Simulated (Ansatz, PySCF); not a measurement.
System: C3H5, charge 0, multiplicity 2. It need not be the lowest isomer of its formula. SMILES: [CH]1CC1
Geometry: optimised at B3LYP-D3(BJ)/def2-TZVP (Ansatz, a first-principles code).

Quantity: atomisation energy (electronic, to ground-state atoms), in kcal/mol. Valence correlation only, unless marked. Open shells are spin-unrestricted. Spin-orbit coupling is left out. No relativistic terms. The coupled-cluster limit lacks core correlation, which all-electron functionals hold. CBS marks a two-point X^-3 extrapolation of the correlation energy; Hartree-Fock from the larger set. [CCSD(T)-MP2]/basis is that difference in the basis named.

```json
[
 {"level": "PBE-D3(BJ)/def2-TZVPD", "program": "Ansatz + dftd3", "atomisation energy (kcal/mol)": "759.3"},
 {"level": "BP86-D4/def2-TZVPD", "program": "PySCF + dftd4", "atomisation energy (kcal/mol)": "764.8"},
 {"level": "PBE0-D4/def2-TZVP", "program": "Ansatz + dftd4", "atomisation energy (kcal/mol)": "748.8"},
 {"level": "TPSSh-D4/def2-TZVPD", "program": "PySCF + dftd4", "atomisation energy (kcal/mol)": "747.8"}
]
```

Problem. Predict the RI-MP2/CBS(cc-pVTZ,cc-pVQZ)+[CCSD(T)-MP2]/cc-pVTZ result (Ansatz).

Solution. 735.4 kcal/mol, so TPSSh-D4/def2-TZVPD differs from it by 12.4 kcal/mol.
